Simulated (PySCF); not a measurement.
Radiative rates from a computed spectrum

Compound: cyclohexene, C6H10.
Atom-mapped SMILES: `[CH:1]1=[CH:2][CH2:3][CH2:4][CH2:5][CH2:6]1` (hydrogens: H7 on C1; H8 on C2; H9, H10 on C3; H11, H12 on C4; H13, H14 on C5; H15, H16 on C6)

Cartesian coordinates in Å at the GFN2-xTB level; atoms count from 1:
```xyz
16
C6H10 angstrom
C     -0.0092    1.5016    0.3412
C      1.1864    0.9400    0.2834
C      1.4042   -0.5085   -0.0301
C      0.1591   -1.1372   -0.6504
C     -1.0722   -0.7527    0.1624
C     -1.2855    0.7574    0.0934
H     -0.1106    2.5554    0.5634
H      2.0768    1.5220    0.4800
H      2.2574   -0.6141   -0.7052
H      1.6624   -1.0340    0.8961
H      0.0393   -0.7743   -1.6735
H      0.2682   -2.2232   -0.6876
H     -0.9220   -1.0517    1.2022
H     -1.9558   -1.2720   -0.2145
H     -2.0382    1.0666    0.8234
H     -1.6678    1.0337   -0.8958
```

Computed with TDDFT CAM-B3LYP/def2-SVPD, vertical, gas phase, core orbitals frozen in the response (PySCF).

For one non-degenerate pair of states in vacuum, A = 0.6670 f ν̃² s⁻¹ with ν̃ in cm⁻¹, τ = 1/A, |μ|² = 3f / (2ΔE) in atomic units, and the integrated cross-section is ∫σ dE = 109.76 f Mb·eV.

Only emission to the ground state at the vertical energy is counted.

Energies and rates of the computed singlets with f of 0.002 or more:

```json
{"state": "S1", "λ (nm)": "185.7", "A (s⁻¹)": "6.30×10⁷"}
{"state": "S2", "λ (nm)": "172.6", "A (s⁻¹)": "4.95×10⁸"}
{"state": "S5", "λ (nm)": "157.6", "A (s⁻¹)": "1.65×10⁸"}
{"state": "S6", "λ (nm)": "156.3", "A (s⁻¹)": "1.82×10⁷"}
{"state": "S8", "λ (nm)": "146.7", "A (s⁻¹)": "1.63×10⁷"}
```

Problem. Which f and |μ| stand behind these rates?

Solution. f = A / (0.6670 ν̃²), and |μ| follows from f:

```tsv
state	f	|μ| (D)	τ	main configurations (H = HOMO, L = LUMO)
S1	0.033	1.13	16 ns	H→L (86%), H→L+3 (9%)
S2	0.221	2.85	2 ns	H→L+1 (90%)
S5	0.061	1.43	6.1 ns	H→L+3 (68%), H→L+5 (14%)
S6	0.0067	0.47	55 ns	H→L+4 (90%)
S8	0.0053	0.41	61 ns	H→L+6 (81%)
```

Problem. Which computed singlets stay under f = 0.002?

Solution. S3 (7.61 eV, f 0.0018), S4 (7.77 eV, f 0.0010) and S7 (8.33 eV, f 0.0000).

Problem. By what factor does the largest A in the list exceed the smallest?

Solution. S2 has 30 times the rate of S8.

Problem. What is the integrated cross-section of all computed states together?

Solution. Σf = 0.330 over S1 to S8, so 109.76 × Σf ≈ 36.2 Mb·eV.

One conformer stands for the species.
